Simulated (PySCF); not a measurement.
Molfile (atoms numbered from 1):
```
C4H7N2
     RDKit          3D

 13 13  0  0  0  0  0  0  0  0999 V2000
    1.8763   -0.0405    0.0753 C   0  0  0  0  0  0  0  0  0  0  0  0
    0.4209   -0.0065    0.0172 N   0  0  0  0  0  0  0  0  0  0  0  0
   -0.4030   -1.1106    0.0234 C   0  0  0  0  0  0  0  0  0  0  0  0
   -1.6869   -0.6558   -0.0470 C   0  0  0  0  0  0  0  0  0  0  0  0
   -1.6070    0.7127   -0.0962 N   0  0  0  0  0  0  0  0  0  0  0  0
   -0.3295    1.0901   -0.0560 C   0  0  0  0  0  0  0  0  0  0  0  0
    2.2636    0.9843    0.0448 H   0  0  0  0  0  0  0  0  0  0  0  0
    2.2653   -0.6005   -0.7852 H   0  0  0  0  0  0  0  0  0  0  0  0
    2.1965   -0.5223    1.0085 H   0  0  0  0  0  0  0  0  0  0  0  0
   -0.0134   -2.1245    0.0786 H   0  0  0  0  0  0  0  0  0  0  0  0
   -2.6326   -1.1920   -0.0667 H   0  0  0  0  0  0  0  0  0  0  0  0
   -2.3962    1.3516   -0.1528 H   0  0  0  0  0  0  0  0  0  0  0  0
    0.0373    2.1148   -0.0792 H   0  0  0  0  0  0  0  0  0  0  0  0
  1  2  1  0
  2  3  1  0
  3  4  2  0
  4  5  1  0
  5  6  1  0
  6  2  2  0
  1  7  1  0
  1  8  1  0
  1  9  1  0
  3 10  1  0
  4 11  1  0
  5 12  1  0
  6 13  1  0
M  CHG  1   2   1
M  END
```

Geometry: PBE0-D3(BJ)/def2-SVP; GIAO absolute shieldings from PySCF, gas phase, non-relativistic, averaged over equivalent atoms.

At PBE0/pcSseg-1 (137 basis functions, 8.6 s wall time on 1 thread of an Arm Neoverse V2, shared host):
```
   atoms  σ (ppm)
      C6     47.1
      C3     53.1
      C4     56.2
      C1    146.4
      N2     53.5
      N5     74.6
     H12    22.02
     H13    23.29
     H11    23.53
     H10    23.58
H7/H8/H9    27.08
```

Predict the values at wB97X-D/pcSseg-2 on the same geometry.

Results:


```tsv
atoms	σ at wB97X-D/pcSseg-2	change
C6	41.3	-5.8
C3	48.6	-4.5
C4	51.9	-4.3
C1	145.2	-1.2
N2	48.7	-4.8
N5	71.3	-3.3
H12	21.84	-0.18
H13	23.25	-0.04
H11	23.60	+0.07
H10	23.65	+0.07
H7/H8/H9	27.30	+0.22
```

The largest change is at C6 (aromatic CH between two ring heteroatoms). Cost: 314 basis functions, 51 s wall time on 1 thread of an Arm Neoverse V2, shared host. The order of the carbon signals is the same at both levels.
